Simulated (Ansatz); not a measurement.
System: bcc Na. Method: PBEsol-D3(BJ) (Ansatz, a program for electronic structure, PAW).

Input file:

Ansatz 0.2 input:
```yaml
crystal:
  lattice:
    - [-2.0469951098, 2.0469951098, 2.0469951098]
    - [2.0469951098, -2.0469951098, 2.0469951098]
    - [2.0469951098, 2.0469951098, -2.0469951098]
  atoms:
    - { symbol: Na, position: [0.0, 0.0, 0.0] }
basis:
  ecutwfc: 520
  ecutrho_ratio: 4
  xc_grid: 2
kpoints:
  mp_grid: { grid: [18, 18, 18] }
hamiltonian:
  xc: pbesol
  dispersion: d3bj
  pseudopotentials: { kind: paw }
scf:
  occupations: { method: fermi_dirac, width: 0.05 }
  convergence: { dr2_threshold: 0.0000000001 }
output:
  forces: false
  stress: true
  eigenvalues: true
```

Q: How many irreducible k-points, plane waves at Γ does the program set up, and what pressure does the run end with?

A: 195 irreducible k-points, 935 plane waves at Γ; P = -0.33 GPa, so the cell is stretched on average and its volume would shrink at this level.

From the output:

```
Crystal: 1 atoms, lattice volume = 34.309 Å³
Basis set: ecut = 520 eV, 935 PW (Γ), exchange–correlation on 54×54×54 points (8 copies of the dense FFT grid, shifted against one another)
Bands: 9, of which v1, the nominal top of the filled ones, is band 5 counted from 1 (4 counted from 0)
Symmetry: 48 space group operations
Space group: Im-3m (ITA 229), of the structure as read, at distance tolerance 3.2e-5 Å
k-points: 195 of 5832
Functional: x = pbesol(κ = 0.804, μ = 0.12345679012345678), c = pbesol(β = 0.046)
SCF iter   1: F=—  HF=-1476.036498 eV  |F-HF|=—  |Δ(HF+E_count)|=         —  Δρ=1.88e-3  dr2=5.05e-4
SCF iter   2: F=—  HF=-1476.035939 eV  |F-HF|=—  |Δ(HF+E_count)|=   5.59e-4  Δρ=6.15e-4  dr2=7.50e-5
  ...
SCF iter   7: F=—  HF=-1476.035923 eV  |F-HF|=—  |Δ(HF+E_count)|=   7.38e-9  Δρ=1.08e-6  dr2=1.72e-10
SCF iter   8: F=-1476.035923 eV  HF=-1476.035923 eV  |F-HF|=4.55e-13  |Δ(HF+E_count)|=  8.25e-11  Δρ=8.96e-8  dr2=1.35e-12
SCF 1 converged in 8 iterations: F = -1476.035923 eV  dr2 = 1.35e-12
SCF converged after 8 iterations
Free energy (F): -1476.035923 eV
Internal energy: -1476.032325 eV  (E = F + TS)
E sigma→0 (E₀):  -1476.034124 eV
Fermi energy:    2.058898 eV
--- Stress (GPa, compression-positive) ---
       -0.334510       0.000000      -0.000000
       -0.000000      -0.334510       0.000000
       -0.000000      -0.000000      -0.334510
  P = ⅓ Tr σ = -0.3345 GPa (-3.345 kbar)
```

The cell is one volume of an energy–volume scan, off the minimum.

The PAW data were made under PBE.
